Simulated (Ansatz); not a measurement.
**C2H2O2, singlet: energies of several shapes or isomers**

Calculated in Ansatz's Gaussian-basis code. Basis aug-cc-pVDZ, nonrelativistic, 4 orbitals frozen in the corrections; active space CAS(4,4). Restricted Hartree–Fock, then the lowest state-specific CASSCF solution met for each case. Coupled cluster stands on the determinant that it favours, not always the lowest RHF. On stretched bonds single-reference methods can fail or change state. Solutions in different active orbitals can move differences by tenths of an eV and at times more than 1 eV.

Case A:

```xyz
6

C    -0.2801    0.3474   -0.7026
C     0.2801    0.3474    0.7026
O     0.1724   -0.3923   -1.5650
H    -1.1116    1.0544   -0.8790
O    -0.1724   -0.3923    1.5650
H     1.1116    1.0544    0.8790
```

Case B:

```xyz
6

C     0.0000   -0.3947   -0.6453
C     0.0000    0.3947    0.6453
O     0.0000    0.1670   -1.7316
H     0.0000   -1.4939   -0.5259
O     0.0000   -0.1670    1.7316
H     0.0000    1.4939    0.5259
```

Energy less that of case A, in eV:

| case | RHF/ROHF | CCSD(T) |
| --- | --- | --- |
| B | -0.269 | -0.260 |

**Question.** Give the SC-NEVPT2 energies against case A.

**Answer.** B: -0.295 eV (-6.8 kcal/mol).
